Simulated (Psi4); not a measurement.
Psi4 input (wB97X-D/6-31G*):

```
memory 1500 MB

molecule {
-1 1
C     0.04971801    0.58373572   -0.00114401
O     0.07409359   -0.58783396   -0.00094961
H    -0.89105678    1.20025732    0.01446098
symmetry c1
no_reorient
no_com
}

set {
  basis 6-31G*
  reference rks
  scf_type pk
  dft_radial_points 99
  dft_spherical_points 590
  e_convergence 1e-8
  d_convergence 1e-7
  maxiter 150
}

e = energy('wb97x-d')
print_out(f'\nFINAL {e:.10f} DIPOLE {variable("CURRENT DIPOLE")[0]:.6f} {variable("CURRENT DIPOLE")[1]:.6f} {variable("CURRENT DIPOLE")[2]:.6f}\n')
```

From the last part of the output:

```
    One-Electron Energy =                -212.4729053071810370
    Two-Electron Energy =                  82.2745112673042058
    DFT Exchange-Correlation Energy =     -10.1423228201996576
    Empirical Dispersion Energy =          -0.0000517600666661
    VV10 Nonlocal Energy =                  0.0000000000000000
    Total Energy =                       -113.7588079370277541

Computation Completed

Properties will be evaluated at   0.000000,   0.000000,   0.000000 [a0]

Properties computed using the SCF density matrix

 Multipole Moments:

 ------------------------------------------------------------------------------------
     Multipole            Electronic (a.u.)      Nuclear  (a.u.)        Total (a.u.)
 ------------------------------------------------------------------------------------

 L = 1.  Multiply by 2.5417464519 to convert [e a0] to [Debye]
 Dipole X            :         -0.2169348            0.0000000           -0.2169348
 Dipole Y            :         -0.6098682           -0.0000001           -0.6098683
 Dipole Z            :          0.0039879            0.0000001            0.0039880
 Magnitude           :                                                    0.6473144

 ------------------------------------------------------------------------------------

FINAL -113.7588079370 DIPOLE -0.216935 -0.609868 0.003988

*** Psi4 exiting successfully. Buy a developer a beer!
```

The dipole moment of an ion depends on the origin.
